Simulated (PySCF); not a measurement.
Broadened absorption spectrum of chloroethane

Species: chloroethane, C2H5Cl.
SMILES: `CCCl`

Method: PySCF 2.14.0, density-fitted response routines, TDDFT CAM-B3LYP/def2-SVPD, vertical, gas phase, core orbitals frozen in the response. Geometry: GFN2-xTB; no solvent, vibrations or thermal averaging.

Each state is given a Gaussian of 0.25 eV full width at half maximum, with ε(max) = 2.175×10⁸ f / Δν̃ (Δν̃ the width in cm⁻¹). The width is an assumption, not a result. The curve ends short of the highest state used, and states not computed would add to its high-energy end.

```
E (eV)  ε (L mol⁻¹ cm⁻¹)
  7.04                 0
  7.08                 2
  7.13                 7
  7.18                23
  7.22                52
  7.27               117
  7.32               214
  7.36               297
  7.41               370
  7.46               374
  7.51               306
  7.55               223
  7.60               125
  7.65                56
  7.69                26
  7.74                 8
  7.79                 5
  7.84                18
  7.88                58
  7.93               213
  7.98               645
  8.02              1351
  8.07              2849
  8.12              4928
  8.16              6619
  8.21              7993
  8.26              7886
  8.31              6340
  8.35              4586
  8.40              2533
  8.45              1132
  8.49               509
  8.54               155
  8.59                38
  8.64                 7
  8.68                 2
```

Problem. Locate the maxima and give the states behind the curve.

Solution. 167 nm (7.44 eV), ε about 380, made up of S1 (43%) and S2 (57%); 151 nm (8.23 eV), ε about 8100, made up of S3 (27%) and S4 (73%) (ε in L mol⁻¹ cm⁻¹; maxima over ε = 5, shares over 10%). The states used: S1 7.41 eV (f 0.0016); S2 7.46 eV (f 0.0021); S3 8.18 eV (f 0.023); S4 8.25 eV (f 0.056); S5 9.16 eV (f 0.014); S6 9.17 eV (f 0.018); S7 9.21 eV (f 0.0000); S8 9.28 eV (f 0.058).

Problem. What would ε be at 8.23 eV, the highest of these maxima, with half the width (0.125 eV)?

Solution. About 14400 L mol⁻¹ cm⁻¹ against 8150, a factor of about 1.8; a lone state at its own centre would give exactly 2.

Problem. Coming from long wavelengths, where does ε first pass 100 L mol⁻¹ cm⁻¹?

Solution. At about 171 nm (7.26 eV), 0.15 eV below S1.
